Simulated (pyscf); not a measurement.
## Four-centre exchange: H₂N–Ti(Cl)(Cl)–Cl + hydrogen (H₂) → Cl–TiH(Cl)–Cl + ammonia (NH₃)

Gas phase, singlet surface, charge 0. Bonds broken: Ti1–N3, H8–H9. Bonds formed: Ti1–H8, N3–H9. PySCF, gas phase, ωB97X-D3(BJ)/def2-SVP geometries.

Transition state (Å):

```xyz
9

Ti    -0.4051     0.9175     0.3478
Cl     1.6644     1.3738     0.8253
N     -1.4604    -0.1982     1.6414
Cl    -1.4674     2.4373    -0.7583
Cl    -0.1669    -0.8194    -0.9911
H     -1.2305    -1.1911     1.6394
H     -2.4515    -0.0449     1.8186
H     -0.7869     1.8705     1.9138
H     -0.9933     0.9140     2.1602
```

One imaginary mode, 1452i cm⁻¹; descent along it reached the two sides named, in the forms told below.

```tsv
bond	change	reactant side (Å)	saddle	product side
Ti1–N3	breaks	1.812	2.008	2.215
H8–H9	breaks	0.761	1.009	2.551
Ti1–H8	forms	3.5	1.873	1.642
N3–H9	forms	3.2	1.313	1.021
```

Electronic energies relative to the separated reactants (kcal/mol):

```json
[
 {"level": "ωB97X-D3(BJ)/def2-TZVP", "barrier": "32.6", "reaction energy": "+22.7", "reverse barrier": "9.9"},
 {"level": "PBE/def2-TZVP", "barrier": "28.0", "reaction energy": "+22.9", "reverse barrier": "5.1"},
 {"level": "r²SCAN/def2-TZVP", "barrier": "29.6", "reaction energy": "+24.6", "reverse barrier": "4.9"},
 {"level": "B3LYP-D3(BJ)/def2-TZVP", "barrier": "32.0", "reaction energy": "+23.0", "reverse barrier": "9.0"},
 {"level": "PBE0-D3(BJ)/def2-TZVP", "barrier": "28.8", "reaction energy": "+22.1", "reverse barrier": "6.6"},
 {"level": "M06-2X/def2-TZVP", "barrier": "34.3", "reaction energy": "+22.7", "reverse barrier": "11.6"},
 {"level": "ωB97M-D3(BJ)/def2-TZVP", "barrier": "32.6", "reaction energy": "+19.8", "reverse barrier": "12.8"},
 {"level": "HF/def2-TZVP", "barrier": "46.4", "reaction energy": "+15.1", "reverse barrier": "31.2"}
]
```

With ωB97M-D3(BJ)/def2-TZVP energies and thermal terms (ideal gas, 1 atm, RRHO with modes under 100 cm⁻¹ raised to 100, one conformer, R ln 2 for rigid chiral ones), in kcal/mol:

| T (K) | ΔH‡ | ΔG‡ | ΔH | ΔG |
|---|---|---|---|---|
| 298 | 34.2 | 43.5 | +22.8 | +21.6 |
| 600 | 33.0 | 53.5 | +21.3 | +21.0 |
| 900 | 32.6 | 63.9 | +20.2 | +21.1 |
| 1200 | 32.6 | 74.4 | +19.4 | +21.5 |

On the product side the descent ends in an adduct with a N–Ti contact (not fully relaxed), 25.7 kcal/mol under the separated species and 35.6 kcal/mol under the saddle at ωB97X-D3(BJ)/def2-TZVP. What is counted as broken (N–Ti) persists as a longer contact in the product adduct; parting that adduct is a step of its own. At the saddle there is also a short H–Ti contact that neither side keeps. One saddle was located; it need not be the lowest between these sides.
